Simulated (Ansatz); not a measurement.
The input, for Ansatz 0.2.0:

```yaml
crystal:
  periodic: [false, false, false]
  atoms:
    - {symbol: C, position_ang: [0.000000, -0.483473, 1.429863]}
    - {symbol: Na, position_ang: [0.000000, 0.225851, -0.820151]}
    - {symbol: H, position_ang: [0.000000, 0.609737, 1.668173]}
basis:
  gaussian: {orbitals: 6-31G}
correlation: {method: fci, electrons: outside_noble_gas}
scf: {lower_state_search: full}
```

```sh
$ ansatz run in.yaml --threads 1 --pin off --events-out ev --progress --plain --max-ram 2393MiB
```

Q: Roughly how long does this take on 1 thread of Arm Neoverse N1, shared host, and how much host memory?

A: 3.5 s wall and 0.1 GiB.

```
511 factors; integrals over basis functions are off by at most 2.0e-7 eV
mean field evaluation 1: about -5443.8416 eV, gradient 1.1e1 eV
mean field evaluation 2: about -5443.8501 eV, gradient 1.1e1 eV
mean field evaluation 4: about -5444.3404 eV, gradient 8.8e-1 eV
mean field evaluation 8: about -5444.3473 eV, gradient 1.5e-3 eV
mean field evaluation 16: about -5443.2560 eV, gradient 7.6e-6 eV
mean field evaluation 32: about -5444.3461 eV, gradient 5.4e-1 eV
mean field -5444.34732828 eV, -200.0760740030 hartree, gradient 4.3e-6 eV, S^2 0.000000; 6 other end points of the search recorded, 0 dependent functions left out; unrestricted orbitals would lower it
determinant -5444.34732828 eV, -200.0760740030 hartree, with singles and doubles -5447.03964243 eV, -200.1750147233 hartree
determinant -5443.25601442 eV, -200.0359689584 hartree, with singles and doubles -5445.84816601 eV, -200.1312287724 hartree
6 core orbitals not correlated: weight in the atoms' cores, before any rotation towards them, 1.000 or more for the frozen orbitals, at most 0.000 for the correlated occupied ones
reference -5444.34732828 eV, -200.0760740030 hartree; 3, 3 occupied and 15, 15 virtual orbitals, 511 factors
state -5447.20173314 eV, -200.1809714471 hartree
Total energy: -5447.20173314 eV, -200.1809714471 hartree
```
